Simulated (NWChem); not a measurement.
# Total energies of butadiene (C4H6)

```xyz
10

C     -1.7280    -0.6628     0.0000
C     -0.7001     0.1973     0.0000
C      0.7001    -0.1973     0.0000
C      1.7280     0.6628     0.0000
H     -1.5632    -1.7451     0.0000
H     -2.7643    -0.3169     0.0000
H     -0.9023     1.2755     0.0000
H      0.9023    -1.2755     0.0000
H      2.7643     0.3169     0.0000
H      1.5632     1.7451     0.0000
```
Charge 0, spin multiplicity 1.

Program: NWChem. All single points use one geometry, from PBE0/def2-SVP, a minimum by its harmonic frequencies. It is one conformer; others weren't searched.

Basis set: STO-3G (26 functions).

| method | total energy (Ha) |
|---|---|
| RHF | -153.01669 |
| MP2 | -153.25740 |
| B2PLYP | -153.79741 |
| PBE | -153.86527 |
| B3LYP | -154.07522 |
| BLYP | -153.97419 |
| CCSD(T) | -153.32757 |

Total energies of different functionals aren't comparable as a measure of quality: only differences taken within one method are. 

The correlated methods keep 4 core orbitals frozen. B3LYP has NWChem's definition, with VWN1-RPA local correlation. Coupled-cluster values serve here as a point of comparison, not as the truth.
